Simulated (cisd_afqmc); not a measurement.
Input (AFQMC/CISD/cc-pV(T+d)Z; cisd_afqmc is a phaseless AFQMC code with CISD trial states that reads the integrals written by Ansatz): A basis named .json is the Basis Set Exchange file of that set.

Ansatz 0.2 input:
```python
import cisd_afqmc

open("ham.yaml", "w").write("""\
crystal:
  periodic: [false, false, false]
  atoms:
    - {symbol: Si, position_ang: [-0.00000000, -0.00000000, -1.13393692]}
    - {symbol: Si, position_ang: [0.00000000, 0.00000000, 1.13393692]}
basis:
  gaussian:
    orbitals: cc-pV_T+d_Z.json
magnetization: {spin_polarized: true, initial_magnetization: 2}
correlation: {method: ccsd, electrons: outside_noble_gas, hamiltonian_folder: ham}
""")
rep = cisd_afqmc.ansatz("ham.yaml")
e_ccsd = rep["correlation"]["coupled_cluster"]["energy"]["hartree"]
out = cisd_afqmc.run("ham", e_ccsd, trial="CISD", walkers=100, populations=8, threads=8, dt=0.005, steps=40, early=24, settle=10, least=32,
    cut=5e-5, rank_cut=2e-4, target=0.0004, seconds=1500, seed=1, memory=12960, gpu=False)
```

Output:

```
orbitals 68, occupied [5, 3], factors 354 of 491, rank of the doubles 228 of 510
E(HF) = -577.779080
E(CCSD) on the cut factors = -577.968297, shift to the whole factors -0.000008
Energy of the trial state on the determinant = -577.968234
  tau behind 7.2 of longer steps, mean of the populations' last blocks
   2.0  -577.98005
   4.0  -577.98003
   6.0  -577.97914
   8.0  -577.98058
blocks 305 (0 outliers left out), error by blocks joined: 1: 0.00017, 2: 0.00022, 4: 0.00028, 8: 0.00029, 16: 0.00032
E(AFQMC/CISD) = -577.97987 +/- 0.00032
```
